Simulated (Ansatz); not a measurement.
System: CH₅Si, charge -1, singlet. CH5Si- (SMILES C[SiH2-]).
B3LYP-D3(BJ)/def2-TZVP minimum from Ansatz (an electronic-structure program):
```
C
H 1 1.0956
H 1 1.0968 2 107.69
H 1 1.0968 2 107.69 3 114.60
Si 1 1.9807 2 114.72 4 122.70
H 5 1.5470 1 96.56 2 -47.16
H 5 1.5470 6 93.51 1 -97.03
```
Charge -1, spin multiplicity 1.

Total energies in aug-cc-pV(D+d)Z, 14 correlated electrons, 6 frozen orbitals. Open shells are spin-unrestricted; no spin-orbit coupling. Correlated methods leave the cores frozen. No relativity.

```json
[
 {"method": "HF", "program": "Ansatz", "energy (Eh)": "-329.67634", "minus CCSDT(Q) (mEh)": "336.94"},
 {"method": "MP2", "program": "Ansatz", "energy (Eh)": "-329.95873", "minus CCSDT(Q) (mEh)": "54.54"},
 {"method": "CCSD", "program": "Ansatz", "energy (Eh)": "-330.00076", "minus CCSDT(Q) (mEh)": "12.52"},
 {"method": "CCSD(T)", "program": "Ansatz", "energy (Eh)": "-330.01158", "minus CCSDT(Q) (mEh)": "1.70"},
 {"method": "CCSDT(Q)", "program": "Ansatz", "energy (Eh)": "-330.01327", "minus CCSDT(Q) (mEh)": "0.00"}
]
```

Rough core times of Ansatz's runs on a shared machine: CCSD(T) under 20 s, CCSDT(Q) 9 min.
